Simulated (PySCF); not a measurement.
**Identify the compound**

An unknown has the formula C2H2F2. Its calculated NMR data are:

¹H NMR (400 MHz, computed): δ 7.67 (m, 2H).

¹³C{¹H} NMR (computed): δ 154.5 (CH, m).

- PBE0/pcSseg-1 with gauge-including orbitals
- structure optimised with GFN2-xTB
- J couplings at B3LYP/pcJ-1
- run in PySCF 2.14.0 with density-fitted response routines
- non-relativistic Hamiltonian, averaged over atoms made equivalent by symmetry, fast rotation or ring inversion, no solvent model, one computed conformer

Referencing at the same level of theory: ¹H (σref 31.72) and ¹³C (σref 186.93) vs TMS.

What is the structure?

Results:


1. The formula gives 1 degree of unsaturation (no ring in the answer).
2. 1 carbon signal for 2 carbons: some carbons are equivalent by symmetry or fast rotation.
3. Carbon types of the structure: 2 × CH, which accounts for all hydrogens.
4. δC 154.5: alkene CH; an sp2 carbon of a C=C bond.
5. δH 7.67: hydrogen on an alkene CH; attached to an sp2 carbon and in the plane of the double bond.

The compound is trans-1,2-difluoroethene.

Common functionals overestimate the size of one-bond C–F couplings by tens of Hz; these are unscaled. Multiplet labels drop couplings under 1 Hz and merge nearly equal ones. Couplings among chemically equivalent protons are left out too, so labels in AA′BB′ or AA′XX′ sets are apparent multiplicities. Shifts are as computed. Against solution values, carbons near 30 ppm lie about +3 ppm off and those near 130 ppm about +5 ppm. Of 1211 compounds with measured shifts, 218 miss one by over three times the rms of a fit or turn the order of signals round; such compounds aren't used in these exercises.
